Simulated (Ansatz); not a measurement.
Input file:

```yaml
crystal:
  periodic: [false, false, false]
  atoms:
    - {symbol: Si, position_ang: [0.000000, -0.071477, 0.000000]}
    - {symbol: H, position_ang: [0.000000, 0.995827, -1.090012]}
    - {symbol: H, position_ang: [0.000000, 0.995827, 1.090012]}
basis:
  gaussian: {orbitals: aug-cc-pVDZ}
magnetization: {spin_polarized: true, initial_magnetization: 2}
correlation: {method: bccd, electrons: all}
accuracy: high
scf: {omitted_lower_state_checks: [cluster_reference]}
output: {forces: true}
```

```sh
$ ansatz run in.yaml --threads 1 --pin off --events-out ev --progress --plain --max-ram 2393MiB
```

Output:

```
these checks for a lower state are left out or cut short: cluster_reference
846 factors; integrals over basis functions are off by at most 3.8e-9 eV
mean field evaluation 1: about -7890.3882 eV, gradient 6.7e0 eV
mean field evaluation 2: about -7890.3904 eV, gradient 6.7e0 eV
mean field evaluation 4: about -7891.1663 eV, gradient 9.5e-1 eV
mean field evaluation 8: about -7891.1968 eV, gradient 3.2e-3 eV
mean field -7891.19683253 eV, -289.9961347502 hartree, gradient 2.6e-8 eV, S^2 2.004836; 0 other end points of the search recorded, 0 dependent functions left out
reference -7891.19683253 eV, -289.9961347502 hartree; 9, 7 occupied and 36, 38 virtual orbitals, 846 factors
second order -2.29377723 eV of doubles, -0.00000000 eV of singles
cycle   1  -2.73850697 eV  change   -4.4e-1 eV  update   5.5e-2
cycle   2  -2.91836870 eV  change   -1.8e-1 eV  update   2.4e-2
cycle   3  -2.92308015 eV  change   -4.7e-3 eV  update   8.9e-3
cycle   4  -2.92352500 eV  change   -4.4e-4 eV  update   2.9e-3
cycle   5  -2.92282239 eV  change    7.0e-4 eV  update   1.2e-3
cycle   6  -2.92291325 eV  change   -9.1e-5 eV  update   4.4e-4
cycle   7  -2.92315205 eV  change   -2.4e-4 eV  update   1.4e-4
cycle   8  -2.92314278 eV  change    9.3e-6 eV  update   4.8e-5
cycle   9  -2.92312305 eV  change    2.0e-5 eV  update   1.7e-5
cycle  10  -2.92312938 eV  change   -6.3e-6 eV  update   6.3e-6
cycle  11  -2.92312793 eV  change    1.4e-6 eV  update   2.6e-6
cycle  12  -2.92312737 eV  change    5.6e-7 eV  update   1.0e-6
cycle  13  -2.92312642 eV  change    9.4e-7 eV  update   3.9e-7
cycle  14  -2.92312640 eV  change    2.5e-8 eV  update   1.5e-7
cycle  15  -2.92312648 eV  change   -8.5e-8 eV  update   6.7e-8
cycle  16  -2.92312653 eV  change   -4.8e-8 eV  update   3.0e-8
cycle  17  -2.92312654 eV  change   -7.4e-9 eV  update   1.7e-8
cycle  18  -2.92312649 eV  change    4.8e-8 eV  update   5.2e-8
cycle  19  -2.92312649 eV  change    7.5e-9 eV  update   1.7e-8
cycle  20  -2.92312648 eV  change    2.3e-9 eV  update   4.7e-9
cycle  21  -2.92312648 eV  change   6.1e-10 eV  update   1.7e-9
the calculation of the forces begins
mean field evaluation 16: about -7891.1968 eV, gradient 2.6e-8 eV
Total energy: -7894.11995901 eV, -290.1035576671 hartree
Atom 0 at     0.000000    -0.071477     0.000000 Å, force    -0.000000     2.057294    -0.000000 eV/Å
Atom 1 at     0.000000     0.995827    -1.090012 Å, force    -0.000000    -1.028647    -0.541096 eV/Å
Atom 2 at     0.000000     0.995827     1.090012 Å, force     0.000000    -1.028647     0.541096 eV/Å
Dipole moment:    -0.000000    -0.135728     0.000000 e Å
Checks for a lower state left out: cluster_reference
```

Forces (eV/Å):
```
Si   0.000  2.057  0.000
H    0.000 -1.029 -0.541
H    0.000 -1.029  0.541
```

Ran on 1 thread of Arm Neoverse V1, shared host: 17 s wall, 0.36 GiB peak host memory.
